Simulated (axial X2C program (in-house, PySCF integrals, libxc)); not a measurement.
**Which molecule gave these maps?**

PBE0 fields computed with an axial X2C code built on PySCF integrals, 2c, near the equilibrium distance, one atom at z = 0.

The maps cover the half plane through the axis: z from -2.4 to 4.2 Å along the bond, ρ from 0.15 to 2.25 Å away from it.

log10 of the density in e/bohr³:

```
 ρ\z  -2.4  -1.8  -1.2  -0.6   0.0   0.6   1.2   1.8   2.4   3.0   3.6   4.2
0.15  -3.3  -2.4  -1.5  -0.7   1.2  -0.7  -1.0   0.5   0.0  -1.3  -1.9  -2.7
0.45  -3.3  -2.5  -1.6  -0.8  -0.4  -0.8  -1.1  -0.6  -0.8  -1.4  -2.0  -2.7
0.75  -3.4  -2.6  -1.8  -1.1  -0.8  -1.0  -1.3  -1.3  -1.2  -1.5  -2.1  -2.8
1.05  -3.5  -2.8  -2.0  -1.4  -1.2  -1.4  -1.6  -1.5  -1.5  -1.8  -2.3  -2.9
1.35  -3.7  -3.0  -2.3  -1.8  -1.6  -1.8  -1.9  -1.8  -1.8  -2.0  -2.5  -3.1
1.65  -3.8  -3.2  -2.7  -2.2  -2.1  -2.1  -2.2  -2.1  -2.1  -2.3  -2.7  -3.2
1.95  -4.0  -3.5  -3.0  -2.6  -2.5  -2.5  -2.6  -2.5  -2.4  -2.6  -3.0  -3.4
2.25  -4.2  -3.7  -3.3  -3.0  -2.9  -2.9  -2.9  -2.8  -2.8  -2.9  -3.2  -3.6
```

Electron localisation function (collinear form, no current term, damped to 0 at low density):

```
 ρ\z  -2.4  -1.8  -1.2  -0.6   0.0   0.6   1.2   1.8   2.4   3.0   3.6   4.2
0.15  0.05  0.38  0.80  0.38  0.71  0.37  0.63  0.87  0.71  0.87  0.87  0.42
0.45  0.04  0.35  0.79  0.80  0.10  0.72  0.70  0.24  0.09  0.92  0.85  0.39
0.75  0.03  0.30  0.74  0.89  0.76  0.79  0.66  0.17  0.49  0.94  0.82  0.35
1.05  0.02  0.23  0.65  0.85  0.85  0.73  0.53  0.61  0.90  0.93  0.77  0.28
1.35  0.01  0.16  0.52  0.75  0.76  0.59  0.38  0.62  0.89  0.88  0.68  0.22
1.65  0.01  0.09  0.37  0.59  0.60  0.40  0.24  0.52  0.80  0.79  0.56  0.15
1.95  0.00  0.04  0.21  0.40  0.40  0.22  0.15  0.39  0.67  0.66  0.41  0.09
2.25  0.00  0.01  0.08  0.20  0.20  0.09  0.09  0.26  0.49  0.49  0.25  0.05
```

Axial spin density in 10⁻³ e/bohr³:

```
 ρ\z  -2.4  -1.8  -1.2  -0.6    0.0  0.6   1.2   1.8   2.4   3.0   3.6   4.2
0.15   0.0   0.1   0.3   0.5  -22.6  0.4   0.1  -2.8   0.3   3.1   1.0   0.2
0.45   0.0   0.0  -0.1  -2.7   -3.4  0.7  -0.6  -2.5  -3.9   0.2   0.4   0.1
0.75   0.0   0.0  -0.4  -3.1   -4.7  0.7  -1.2  -8.8  -9.8  -2.4  -0.2   0.0
1.05   0.0  -0.1  -0.4  -1.8   -2.1  0.5  -1.3  -7.7  -8.8  -3.1  -0.6  -0.1
1.35   0.0  -0.1  -0.3  -0.8   -0.7  0.3  -0.9  -4.7  -5.6  -2.6  -0.7  -0.2
1.65   0.0  -0.1  -0.2  -0.3   -0.2  0.2  -0.6  -2.6  -3.2  -1.8  -0.6  -0.2
1.95   0.0   0.0  -0.1  -0.1    0.0  0.1  -0.4  -1.4  -1.8  -1.1  -0.5  -0.2
2.25   0.0   0.0  -0.1  -0.1    0.0  0.0  -0.2  -0.7  -0.9  -0.7  -0.3  -0.1
```

Question: Which molecule is it?
A. BrCl⁻
B. TiF⁺
C. NaV⁺
D. SiS⁻

Answer: D. SiS⁻, with S at z = 0 and Si at z = 2.037 Å, state Ω = 1/2 (⟨Sz⟩ = -0.50, ⟨Lz⟩ = 1.00 at PBE0), basis S dyall-av3z [9s8p3d2f], Si dyall-av3z [9s8p3d2f] (cores contracted in-house). One determinant describes the state; a PBE0 search over occupations chose it and may have missed a lower one. Density functionals use the spin component along the axis (collinear). The highest occupied level is positive at some bond lengths even in Hartree–Fock (under at least one Hamiltonian), so the basis set holds the extra electron there; where that holds at Re the anion is at best weakly bound and its constants depend on the basis. The functionals have no current-density term, which raises determinants with orbital currents, atoms included.
